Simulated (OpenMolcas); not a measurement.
# CH3AlO (SMILES [CH2]1[O][AlH]1) at 4 levels

We compute a comparison of 4 runs (B3LYP/6-31G*, TPSSh/6-311G**, MP2/STO-3G, CCSD(T)/cc-pVDZ) of CH3AlO. 

The results are computed with OpenMolcas 26.06.

1 further run of the same task is left out (set aside as unsound or not needed).

**1. Starting point**

CH3AlO: 6 atoms, total charge 0, spin state singlet. As SMILES, `[CH2]1[O][AlH]1`. The shape comes from GFN2-xTB, which is rough for such elements, and wasn't checked as a minimum.

Bond lengths: C1–Al3 1.898 Å, O2–Al3 1.656 Å, C1–H4 1.088 Å, C1–H5 1.088 Å, Al3–H6 1.513 Å. Angles: C1–Al3–O2 53.3°, C1–Al3–H6 157.6°, O2–Al3–H6 149.1°, Al3–C1–H4 124.6°, Al3–C1–H5 124.9°, H4–C1–H5 110.3°. A long bond or contact: C1–O2 1.608 Å.

**2. Energy and forces at B3LYP/6-31G(d) (spherical functions) (run 1)**

The input, coord.xyz:

```xyz
6

C     -0.015710    -0.232230    -0.789110
O      0.240780    -1.000660     0.600230
Al    -0.045810     0.599160     0.917200
H     -0.872510    -0.710350    -1.259130
H      0.875900    -0.374680    -1.395580
H     -0.182650     1.718750     1.926390
```

The input, job.input:

```
* CH3AlO Kohn-Sham DFT

&GATEWAY
  BasLib = $CurrDir
  Coord = coord.xyz
  Basis = 6-31Gs
  Group = NoSym

&SEWARD
  GridInput
  Grid=UltraFine
  End of Grid

&SCF
  KSDFT = B3LYP
  Thresholds = 1e-10 1e-07 1e-07 1e-05
  PrOrbitals = 1 1

&ALASKA
```

The basis set 6-31G* is read from a file made from the Basis Set Exchange's data (not shown).

Run with:

```sh
$ export MOLCAS_MEM=1860
$ pymolcas job.input > job.log
```

What it wrote:

```text
--- Start Module: gateway ---
[...]
--- Stop Module: gateway /rc=_RC_ALL_IS_WELL_ ---
[...]
      Basis functions           52
[...]
--- Start Module: scf ---
[...]
       Convergence after  15 Iterations
[...]
::    Total KS-DFT energy                            -357.5131797046
[...]
      Total spin, S                                     0.0000000000
[...]
      Total electronic charge=   30.000000
      Total            charge=   -0.000000
[...]
      Dipole Moment (debye):
      Origin of the operator (angstrom)=    0.0387   -0.0343    0.4163
                   X= -3.8775E-01               Y=  2.1329E+00               Z=  4.2940E-01           Total=  2.2100E+00
      Quadrupole Moment (debye*angstrom):
[...]
--- Stop Module: scf /rc=_RC_ALL_IS_WELL_ ---
[...]
--- Start Module: alaska ---
[...]
 *              Molecular gradients               *
 **************************************************
  Irreducible representation: a
 ------------------------------------------------------------------------------------------
                              X                       Y                       Z
 ------------------------------------------------------------------------------------------
  C1               -4.15799071683398E-03    1.56944593499394E-02   -1.71900887882881E-02
  O2               -3.25052099353140E-03    2.34289204008995E-02    1.56622313136343E-02
  AL3               4.95576513333051E-03   -2.16917317909093E-02    1.15193624647070E-02
  H4                2.74401876111030E-03   -2.54702883021762E-03    2.08973810978863E-03
  H5               -1.39898359527191E-03   -3.46032757901488E-03    2.46549507598592E-03
  H6                1.10771141118515E-03   -1.14242915506884E-02   -1.45467381758779E-02
 ------------------------------------------------------------------------------------------
--- Stop Module: alaska /rc=_RC_ALL_IS_WELL_ ---
[...]
```

Run time: 13 s. Hardware: 1 thread of Arm Neoverse V2, shared host; peak memory 0.38 GiB.

**3. Energy and gradient at TPSSh/6-311G(d,p) (run 2)**

The input, mol.input:

```
&GATEWAY
BASLIB=$CurrDir
COORD
6
angstrom
C       -0.015710      -0.232230      -0.789110
O        0.240780      -1.000660       0.600230
Al      -0.045810       0.599160       0.917200
H       -0.872510      -0.710350      -1.259130
H        0.875900      -0.374680      -1.395580
H       -0.182650       1.718750       1.926390
BASIS=6-311Gss
GROUP=NoSym
&SEWARD
GRIDINPUT
Grid=UltraFine
End of Grid
&SCF
KSDFT=HYB_MGGA_XC_TPSSH
THRESHOLDS=1e-10 1e-07 1e-07 1e-05
PRORBITALS=1
&ALASKA
```

The basis set 6-311G** is read from a file made from the Basis Set Exchange's data (not shown).

Run with:

```sh
$ export MOLCAS_MEM=1860
$ pymolcas mol.input > mol.log
```

What it wrote:

```text
--- Start Module: gateway ---
[...]
--- Stop Module: gateway /rc=_RC_ALL_IS_WELL_ ---
[...]
      Basis functions           80
[...]
--- Start Module: scf ---
[...]
       Convergence after  15 Iterations
[...]
::    Total KS-DFT energy                            -357.5669525818
[...]
      Total spin, S                                     0.0000000000
[...]
      Total electronic charge=   30.000000
      Total            charge=   -0.000000
[...]
      Dipole Moment (debye):
      Origin of the operator (angstrom)=    0.0387   -0.0343    0.4163
                   X= -3.9661E-01               Y=  2.1928E+00               Z=  4.6996E-01           Total=  2.2774E+00
      Quadrupole Moment (debye*angstrom):
[...]
--- Stop Module: scf /rc=_RC_ALL_IS_WELL_ ---
[...]
--- Start Module: alaska ---
[...]
 *              Molecular gradients               *
 **************************************************
  Irreducible representation: a
 ------------------------------------------------------------------------------------------
                              X                       Y                       Z
 ------------------------------------------------------------------------------------------
  C1               -3.31269442835636E-03    1.21200647038030E-02   -1.50744310412323E-02
  O2               -4.19348140516984E-03    2.72181363114612E-02    1.29893396423073E-02
  AL3               5.18517005586916E-03   -2.26948062994783E-02    1.19741220438154E-02
  H4                2.17915551254322E-03   -2.64010222429856E-03    1.46486599415452E-03
  H5               -9.29254956858916E-04   -3.35417183699016E-03    1.75494374830931E-03
  H6                1.07110522198145E-03   -1.06491206544610E-02   -1.31088403873232E-02
 ------------------------------------------------------------------------------------------
--- Stop Module: alaska /rc=_RC_ALL_IS_WELL_ ---
[...]
```

Run time: 27 s. Hardware: 1 thread of Arm Neoverse V2, shared host; peak memory 0.45 GiB.

**4. A single-point energy at MP2/STO-3G (run 3)**

The input, calc.input:

```
* CH3AlO MP2
&GATEWAY
BasLib = $CurrDir
Coord
6
angstrom
C       -0.015710      -0.232230      -0.789110
O        0.240780      -1.000660       0.600230
Al      -0.045810       0.599160       0.917200
H       -0.872510      -0.710350      -1.259130
H        0.875900      -0.374680      -1.395580
H       -0.182650       1.718750       1.926390
Basis = STO-3G
Group = NoSym
&SEWARD
&SCF
Thresholds = 1e-10 1e-07 1e-07 1e-05
PrOrbitals = 0
&MBPT2
Frozen = 7
```

The basis set STO-3G is read from a file made from the Basis Set Exchange's data (not shown).

Run with:

```sh
$ export MOLCAS_MEM=1860
$ pymolcas calc.input > calc.log
```

What it wrote:

```text
--- Start Module: gateway ---
[...]
--- Stop Module: gateway /rc=_RC_ALL_IS_WELL_ ---
[...]
      Basis functions           22
[...]
--- Start Module: scf ---
[...]
       Convergence after  14 Iterations
[...]
::    Total SCF energy                               -351.9375154384
[...]
      Total spin, S                                     0.0000000000
[...]
      Total electronic charge=   30.000000
      Total            charge=   -0.000000
[...]
      Dipole Moment (debye):
      Origin of the operator (angstrom)=    0.0387   -0.0343    0.4163
                   X= -4.2081E-01               Y=  2.8072E+00               Z=  1.6983E+00           Total=  3.3079E+00
      Quadrupole Moment (debye*angstrom):
[...]
--- Stop Module: scf /rc=_RC_ALL_IS_WELL_ ---
--- Start Module: mbpt2 ---
[...]
WARNING!
Default frozen orbitals as non valence orbitals is overwritten by user input.
Default values:   4
[...]
       Reference weight ( Cref**2 )         =        0.93012
::    Total MBPT2 energy                             -352.0803763177
[...]
      Total MBPT2 calculations                           0.03      0.04
--- Stop Module: mbpt2 /rc=_RC_ALL_IS_WELL_ ---
[...]
```

Wall time 1.6 s (1 thread of Arm Neoverse V2, shared host); peak memory 0.37 GiB.

**5. A single-point energy at CCSD(T)/cc-pVDZ (run 4)**

The input, mol.input:

```
* CH3AlO CCSD(T)
>>> EXPORT MOLCAS_PRINT=2

&GATEWAY
 BasLib=$CurrDir
 Coord
 6
 angstrom
 C       -0.015710      -0.232230      -0.789110
 O        0.240780      -1.000660       0.600230
 Al      -0.045810       0.599160       0.917200
 H       -0.872510      -0.710350      -1.259130
 H        0.875900      -0.374680      -1.395580
 H       -0.182650       1.718750       1.926390
 Basis=cc-pVDZ
 Group=NoSym

&SEWARD

&SCF
 Thresholds=1e-10 1e-07 1e-07 1e-05
 PrOrbitals=1 1

&RASSCF
 FileOrb=$Project.ScfOrb
 Spin=1
 Nactel=0 0 0
 Inactive=15
 Ras2=0
 OutOrbitals=Canonical
 OrbListing=Nothing

&MOTRA
 JobIph
 Frozen=7

&CCSDT
 CCT
 Triples=2
 Iterations=80
 Accuracy=1e-08
 Extrapolation=5 4
```

The basis set cc-pVDZ is read from a file made from the Basis Set Exchange's data (not shown).

Run with:

```sh
$ export MOLCAS_MEM=1860
$ pymolcas mol.input > mol.log
```

What it wrote:

```text
--- Start Module: gateway ---
[...]
--- Stop Module: gateway /rc=_RC_ALL_IS_WELL_ ---
[...]
      Basis functions           61
[...]
       Convergence after  16 Iterations
[...]
::    Total SCF energy                               -356.3327398269
[...]
      Total spin, S                                     0.0000000000
[...]
      Number of active orbitals                  0
[...]
      Spin quantum number                      0.0
[...]
      Active orbitals                            0
[...]
      Number of CSFs                             1
[...]
      Number of root(s) required                 1
[...]
      Convergence after  4 iterations
[...]
      Natural orbitals and occupation numbers for root  1
      ************************************************************************************************************************
      *                                                    Final results                                                     *
      ************************************************************************************************************************
[...]
::    RASSCF root number  1 Total energy:   -356.33273983
[...]
      Total electronic charge=   30.000000
      Total            charge=   -0.000000
[...]
      Dipole Moment (debye):
      Origin of the operator (angstrom)=    0.0387   -0.0343    0.4163
                   X= -5.2916E-01               Y=  2.8959E+00               Z=  5.3795E-01           Total=  2.9926E+00
      Quadrupole Moment (debye*angstrom):
[...]
--- Start Module: motra ---
[...]
      *** WARNING: Default frozen orbitals is overwritten by user input.
      *** Default values:   4
[...]
--- Stop Module: motra /rc=_RC_ALL_IS_WELL_ ---
--- Start Module: ccsdt ---
[...]
      Convergence after                    15  Iterations
      Total energy (diff) :    -356.74781255      -0.00000001
[...]
 METHOD                       : CCSD+T(CCSD)+<T3(1)WT1> = CCSD(T)
[...]
       CCSD     =      -356.7478125525209
[...]
--- Stop Module: ccsdt /rc=_RC_ALL_IS_WELL_ ---
[...]
```

It took 8.7 s on 1 thread of Arm Neoverse V2, shared host; peak memory 0.4 GiB.

**6. The series**

```
run                               level      task  integration grid  energy (Eh)  dipole moment (D) of the reference  HOMO energy (eV)  LUMO energy (eV)  wall time
  1  B3LYP/6-31G* (spherical functions)  gradient         UltraFine  -357.513180                                2.21             -6.40             -1.02       13 s
  2                      TPSSh/6-311G**  gradient         UltraFine  -357.566953                                2.28             -6.04             -1.20       27 s
  3                          MP2/STO-3G    energy                 –  -352.080376                                3.31             -6.05              9.21      1.6 s
  4                     CCSD(T)/cc-pVDZ    energy                 –  -356.760954                                2.99             -9.73              1.68      8.7 s
```

**7. Results**

| quantity | value |
| --- | --- |
| run 4: total energy | -356.76095 Eh |
| run 4: dipole moment (mean-field density) | 2.99 D |
| run 4: HOMO energy (Hartree–Fock orbitals) | -9.73 eV |
| run 4: LUMO energy (Hartree–Fock orbitals) | 1.68 eV |
| run 4: HOMO–LUMO gap (Hartree–Fock orbitals) | 11.41 eV |
| run 4: correlation energy (7 core orbitals frozen) | -428.2 mEh |
| run 4: (T) correction | -13.14 mEh |

Totals of different functionals can't be ranked against each other. In run 3 the basis is minimal, so the values are rough. All runs together took 50 s, the longest 27 s.
